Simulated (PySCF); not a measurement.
A structure optimised at PBE-D3(BJ)/def2-TZVPD, used in a PySCF frequency run:

```
C
N 1 1.1584
H 1 1.0760 2 180.00
```

Q: Write its SMILES, formula and point group.

A: C#N, CHN, C∞v

Q: What are its rotational constants (standard atomic weights)?

A: 44.024 GHz (linear rotor, B only)
